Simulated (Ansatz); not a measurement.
We consider rock-salt TiN, described by PBE0 (Ansatz, a program for electronic structure, PAW).

Settings: plane-wave cutoff 460 eV, 12×12×12 k mesh, Fermi–Dirac smearing 0.05 eV, no spin polarisation, scalar-relativistic PAW data made under PBE.

A third-order Birch–Murnaghan fit to the energies gives V0 = 9.300 Å³/atom, B0 = 314 GPa, B′ = 4.2.

```
V (Å³/atom)  P (GPa)
-----------  -------
8.834            ___
9.066            ___
9.334            ___
9.531          -7.32
9.764         -13.79
```

Estimate the withheld pressures from this fit; the answers are the runs' own values.


- 8.834, P (GPa): 17.98
- 9.066, P (GPa): 8.44
- 9.334, P (GPa): -1.12

The formula P = (3/2) B0 (x^(7/3) − x^(5/3)) [1 + (3/4)(B′ − 4)(x^(2/3) − 1)] with x = V0/V meets the computed pressures within 0.02 GPa when these rounded values are put in.

Measured, for comparison: bulk modulus 288 GPa (temperature not stated, no zero-point or thermal correction; as tabulated in Krasnenko and Brik (2013), arXiv:1306.3139); equilibrium volume per atom 9.52 Å³/atom (temperature not stated, no zero-point or thermal correction; as tabulated in Zhang et al. (2018), doi:10.1088/1367-2630/aac7f0). Computed (rounded) less measured: bulk modulus +9 %, equilibrium volume per atom -2.3 %. A static lattice is as a rule a little smaller and stiffer than an uncorrected measurement, which can account for part of this.

Note: the run has no spin polarisation, so it can have missed a magnetic state.

The computed numbers hold no vibrational or temperature effects.
